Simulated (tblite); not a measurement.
# ClH5OSi: the cost of one run

Programs: tblite 0.8.0 and PySCF 2.14.0. All values are calculated, for the isolated system unless a continuum is named. Atoms count from 0, parts from 1.

## (1) The system as given

8 atoms, charge 0, multiplicity 1; geometry: rigid parts in contact. Parts: 1 = atoms 0–5, `O[SiH3]`, charge 0; 2 = atoms 6–7, `Cl`, charge 0.

## (2) Docking the parts with GFN2-xTB

What the job is given:

```
{"job": {"kind": "dock", "xc": "GFN2-xTB", "basis": "xTB"}, "charge": 0, "multiplicity": 1, "parts": [{"atoms": "0-5", "charge": 0, "multiplicity": 1}, {"atoms": "6-7", "charge": 0, "multiplicity": 1}]}
O     -0.343878     0.944001     0.696590
Si    -0.025384    -0.284955    -0.317873
H      0.235167     1.171148     1.418129
H     -1.166588    -0.220582    -1.215288
H      1.250071    -0.062373    -1.002091
H      0.050611    -1.547238     0.420533
Cl     0.500885     2.845849    -1.454089
H     -0.580651     2.587647    -0.825793
```

Level: GFN2-xTB search for minima from random contacts, gas phase.

On the command line:

```
$ OMP_NUM_THREADS=1 python cluster_run.py task.json out
```

The driver reads the jobs from task.json and runs them one after another.

Q: Estimate the wall time of this first job on 1 thread of Arm Neoverse V1, shared host.

About 4.9 s.
